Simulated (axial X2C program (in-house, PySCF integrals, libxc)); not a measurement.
**Worked dissociation energy of LiC⁺: PBE0, 2c**

All values were computed with an in-house relativistic program for diatomic molecules. Two-component (2c) means X2C with spin–orbit coupling and atomic mean-field two-electron Coulomb and Gaunt terms. Basis: C dyall-v3z [7s6p2d1f], Li dyall-cv3z [7s8p2d] (cores contracted in-house); Gaussian nuclei, density fitting, unrestricted open shells. Masses: C 12.000 u, Li 7.016 u.

Molecular state: Ω = 2 (⟨Sz⟩ = 1.00, ⟨Lz⟩ = 1.00 at PBE0).

```
E(C) (2M_J = 2)   : -37.821142 hartree
E(Li+) (2M_J = 0) : -7.263034 hartree
E(LiC⁺) at Re     : -45.099489 hartree
ωe                : 328.1 cm⁻¹
ωexe              : 7.58 cm⁻¹
```

(1) Work out De and D0.

The state is one determinant whose occupation by symmetry is held fixed; it was picked as the lowest of a PBE0 search that is not exhaustive. Dissociation energies refer to the lowest single-determinant-based atoms at the same level and basis. Density functionals use the spin component along the axis (collinear). In 2c an atomic determinant is not the ground J level, so De misses part of the atomic spin–orbit lowering. This holds for PBE0. PBE0 can misorder states that lie within some tenths of an eV, so this need not be the ground state of the molecule. The nearest other 2c determinant of the search, Ω = 1, lies 0.45 eV up at the distance of the search. Without a current term, density functionals place determinants with orbital angular momentum somewhat too high. The atomic limit has a lower orbital projection than the molecule and lies lower at mean-field level, so De may be about a tenth of an eV too small. With several unpaired electrons one determinant need not be a pure state. Open-shell Ω = 0 determinants with evenly filled partner blocks cannot be reached by this program, so the Ω shown need not be the lowest component.

Each atomic determinant is the lowest at this level and need not be a pure J level. Totals compare only within one Hamiltonian and basis.

Answers

(1) De = -37.821142 + (-7.263034) − (-45.099489) = 0.01531 hartree = 0.417 eV. The zero-point energy is ωe/2 − ωexe/4 = 162 cm⁻¹ = 0.020 eV, so D0 = 0.397 eV.
